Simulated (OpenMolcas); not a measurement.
**One shape, several levels: HNO (nitroxyl)**

Aim: a comparison of 6 runs (HF/def2-TZVPPD, B3LYP/6-31G*, B3LYP/def2-TZVPPD, M06-2X/def2-TZVPPD, TPSS/def2-TZVPPD, CCSD(T)/def2-TZVPPD) of HNO (nitroxyl). 

The results are computed with OpenMolcas 26.06.

## (1) The structure to begin with

HNO: 3 atoms, total charge 0, spin state singlet. As SMILES, `N=O`. The N1–H3 distance was set to 1.382 Å, away from the relaxed value.

Bond lengths: N1–O2 1.190 Å. A long bond or contact: N1–H3 1.382 Å.

## (2) The energy at HF/def2-TZVPPD (run 1)

calc.input reads:

```
&GATEWAY
 BasLib
 $CurrDir
 BasisSet
 N.def2-TZVPPD....
 N1 -0.227324 0.619652 -0.050496 angstrom
 End of Basis
 BasisSet
 O.def2-TZVPPD....
 O2 0.811676 0.704062 0.523164 angstrom
 End of Basis
 BasisSet
 H.def2-TZVPPD....
 H3 -0.471600 -0.709980 -0.339350 angstrom
 End of Basis

&SEWARD

&SCF
 Thresholds
 1e-10 1e-07 1e-07 1e-05
 PrOrbitals
 1 2
```

The basis set def2-TZVPPD is read from a file made from the Basis Set Exchange's data (not shown).

Started as:

```sh
$ export MOLCAS_MEM=1860
$ pymolcas calc.input > calc.log
```

The log of the run:

```text
--- Start Module: gateway ---
[...]
--- Stop Module: gateway /rc=_RC_ALL_IS_WELL_ ---
--- Start Module: seward ---
[...]
      Basis functions           94
--- Stop Module: seward /rc=_RC_ALL_IS_WELL_ ---
[...]
--- Start Module: scf ---
[...]
       Convergence after  14 Iterations
[...]
::    Total SCF energy                               -129.8013962710
[...]
      Total spin, S                                     0.0000000000
[...]
      Total electronic charge=   16.000000
      Total            charge=   -0.000000
[...]
      Dipole Moment (debye):
      Origin of the operator (angstrom)=    0.3007    0.6200    0.2360
                   X= -5.7359E-01               Y= -1.0617E+00               Z= -4.3604E-01           Total=  1.2831E+00
      Quadrupole Moment (debye*angstrom):
[...]
--- Stop Module: scf /rc=_RC_ALL_IS_WELL_ ---
[...]
```

It took 11 s on 1 thread of Arm Neoverse N1, shared host; peak memory 0.52 GiB.

## (3) A single-point energy at B3LYP/6-31G(d) (spherical functions) (run 2)

run.inp reads:

```
&GATEWAY
  BasLib = $CurrDir
  Coord
  3
  angstrom
  N       -0.227324       0.619652      -0.050496
  O        0.811676       0.704062       0.523164
  H       -0.471600      -0.709980      -0.339350
  Basis = 6-31Gs
  Group = NoSym

&SEWARD
  GridInput
  Grid=UltraFine
  End of Grid

&SCF
  KSDFT = B3LYP
  Thresholds = 1e-10 1e-07 1e-07 1e-05
  PrOrbitals = 1 1
```

The basis set 6-31G* is read from a file made from the Basis Set Exchange's data (not shown).

Started as:

```sh
$ export MOLCAS_MEM=1860
$ pymolcas run.inp > run.log
```

The log of the run:

```text
--- Start Module: gateway ---
[...]
--- Stop Module: gateway /rc=_RC_ALL_IS_WELL_ ---
--- Start Module: seward ---
[...]
      Basis functions           30
--- Stop Module: seward /rc=_RC_ALL_IS_WELL_ ---
[...]
--- Start Module: scf ---
[...]
       Convergence after  13 Iterations
[...]
::    Total KS-DFT energy                            -130.4418921624
[...]
      Total spin, S                                     0.0000000000
[...]
      Total electronic charge=   16.000000
      Total            charge=   -0.000000
[...]
      Dipole Moment (debye):
      Origin of the operator (angstrom)=    0.3007    0.6200    0.2360
                   X= -2.2389E-01               Y= -6.2182E-01               Z= -1.9458E-01           Total=  6.8895E-01
      Quadrupole Moment (debye*angstrom):
[...]
--- Stop Module: scf /rc=_RC_ALL_IS_WELL_ ---
[...]
```

It took 6.9 s on 1 thread of Arm Neoverse N1, shared host; peak memory 0.37 GiB.

Runs 3 to 4 aren't shown in full; the table further down has their settings and results.

## (4) A single-point energy at TPSS/def2-TZVPPD (run 5)

calc.inp reads:

```
* HNO Kohn-Sham DFT

&GATEWAY
 BasLib = $CurrDir
 Coord
 3
 bohr
 N     -0.42958010     1.17097257    -0.09542361
 O      1.53384534     1.33048435     0.98863668
 H     -0.89119484    -1.34166775    -0.64127856
 Basis = def2-TZVPPD
 Group = NoSym

&SEWARD
 GridInput
 Grid=UltraFine
 End of Grid

&SCF
 KSDFT = 2
 1.0 MGGA_X_TPSS
 1.0 MGGA_C_TPSS
 Thresholds = 1e-10 1e-07 1e-07 1e-05
 PrOrbitals = 0
```

The basis set def2-TZVPPD is read from a file made from the Basis Set Exchange's data (not shown).

Started as:

```sh
$ export MOLCAS_MEM=1860
$ pymolcas calc.inp > calc.log
```

The log of the run:

```text
--- Start Module: gateway ---
[...]
--- Stop Module: gateway /rc=_RC_ALL_IS_WELL_ ---
--- Start Module: seward ---
[...]
      Basis functions           94
--- Stop Module: seward /rc=_RC_ALL_IS_WELL_ ---
[...]
--- Start Module: scf ---
[...]
       Convergence after  14 Iterations
[...]
::    Total KS-DFT energy                            -130.5294093202
[...]
      Total spin, S                                     0.0000000000
[...]
      Total electronic charge=   16.000000
      Total            charge=   -0.000000
[...]
      Dipole Moment (debye):
      Origin of the operator (angstrom)=    0.3007    0.6200    0.2360
                   X= -1.3622E-01               Y= -5.0685E-01               Z= -1.3349E-01           Total=  5.4154E-01
      Quadrupole Moment (debye*angstrom):
[...]
--- Stop Module: scf /rc=_RC_ALL_IS_WELL_ ---
[...]
```

Wall time 39 s (1 thread of Arm Neoverse N1, shared host); peak memory 0.52 GiB.

## (5) A single-point energy at CCSD(T)/def2-TZVPPD (run 6)

test.inp reads:

```
&GATEWAY
 BASLIB=$CurrDir
 COORD
 3
 angstrom
 N       -0.227324       0.619652      -0.050496
 O        0.811676       0.704062       0.523164
 H       -0.471600      -0.709980      -0.339350
 BASIS=def2-TZVPPD
 GROUP=NoSym

&SEWARD

&SCF
 THRESHOLDS=1e-10 1e-07 1e-07 1e-05
 PRORBITALS=1 1

&RASSCF
 FILEORB=$Project.ScfOrb
 SPIN=1
 NACTEL=0 0 0
 INACTIVE=8
 RAS2=0
 OUTORBITALS=Canonical
 ORBLISTING=Few

&MOTRA
 JOBIPH
 FROZEN=2

&CCSDT
 CCT
 TRIPLES=2
 ITERATIONS=80
 ACCURACY=1e-08
 EXTRAPOLATION=5 4
```

The basis set def2-TZVPPD is read from a file made from the Basis Set Exchange's data (not shown).

Started as:

```sh
$ export MOLCAS_MEM=1860
$ pymolcas test.inp > test.log
```

The log of the run:

```text
--- Start Module: gateway ---
[...]
--- Stop Module: gateway /rc=_RC_ALL_IS_WELL_ ---
[...]
      Basis functions           94
[...]
       Convergence after  14 Iterations
[...]
::    Total SCF energy                               -129.8013962710
[...]
      Total spin, S                                     0.0000000000
[...]
      Number of active orbitals                  0
[...]
      Spin quantum number                      0.0
[...]
      Active orbitals                            0
[...]
      Number of CSFs                             1
[...]
      Number of root(s) required                 1
[...]
      Convergence after  4 iterations
[...]
      Natural orbitals and occupation numbers for root  1
      ************************************************************************************************************************
      *                                                    Final results                                                     *
      ************************************************************************************************************************
[...]
::    RASSCF root number  1 Total energy:   -129.80139627
[...]
      Total electronic charge=   16.000000
      Total            charge=   -0.000000
[...]
      Dipole Moment (debye):
      Origin of the operator (angstrom)=    0.3007    0.6200    0.2360
                   X= -5.7359E-01               Y= -1.0617E+00               Z= -4.3604E-01           Total=  1.2831E+00
      Quadrupole Moment (debye*angstrom):
[...]
--- Start Module: motra ---
[...]
      *** WARNING: Default frozen orbitals is overwritten by user input.
      *** Default values:   2
[...]
--- Stop Module: motra /rc=_RC_ALL_IS_WELL_ ---
[...]
--- Start Module: ccsdt ---
[...]
      Convergence after                    15  Iterations
      Total energy (diff) :    -130.25717638       0.00000000
[...]
 METHOD                       : CCSD+T(CCSD)+<T3(1)WT1> = CCSD(T)
[...]
       CCSD     =      -130.2571763806081
[...]
--- Stop Module: ccsdt /rc=_RC_ALL_IS_WELL_ ---
[...]
```

It took 49 s on 1 thread of Arm Neoverse N1, shared host; peak memory 0.52 GiB.

## (6) All runs side by side

```csv
run,level,integration grid,frozen core orbitals,energy (Eh),dipole moment (D) of the reference,HOMO energy (eV),LUMO energy (eV),wall time
1,HF/def2-TZVPPD,–,–,-129.801396,1.28,-10.93,2.01,11 s
2,B3LYP/6-31G* (spherical functions),UltraFine,–,-130.441892,0.69,-6.78,-3.05,6.9 s
3,B3LYP/def2-TZVPPD,UltraFine,–,-130.506128,0.74,-7.09,-3.42,29 s
4,M06-2X/def2-TZVPPD,UltraFine,–,-130.445062,0.95,-8.64,-1.56,40 s
5,TPSS/def2-TZVPPD,UltraFine,–,-130.529409,0.54,-5.95,-4.32,39 s
6,CCSD(T)/def2-TZVPPD,–,2,-130.280200,1.28,-10.93,2.01,49 s
```

## (7) What came out

| quantity | value |
| --- | --- |
| run 6: total energy | -130.28020 Eh |
| run 6: dipole moment (mean-field density) | 1.28 D |
| run 6: HOMO energy (Hartree–Fock orbitals) | -10.93 eV |
| run 6: LUMO energy (Hartree–Fock orbitals) | 2.01 eV |
| run 6: HOMO–LUMO gap (Hartree–Fock orbitals) | 12.95 eV |
| run 6: correlation energy (2 core orbitals frozen) | -478.8 mEh |
| run 6: (T) correction | -23.02 mEh |

**Reading.** Over runs 1, 2, 3, 4, 5 the dipole moment (its size) runs from 0.54 D (TPSS/def2-TZVPPD) to 1.28 D (HF/def2-TZVPPD). Over runs 1, 2, 3, 4, 5 the HOMO–LUMO gap runs from 1.63 eV (TPSS/def2-TZVPPD) to 12.95 eV (HF/def2-TZVPPD). Exact exchange widens orbital gaps. Totals of different functionals can't be ranked against each other. All runs together took 2.9 min, the longest 49 s.
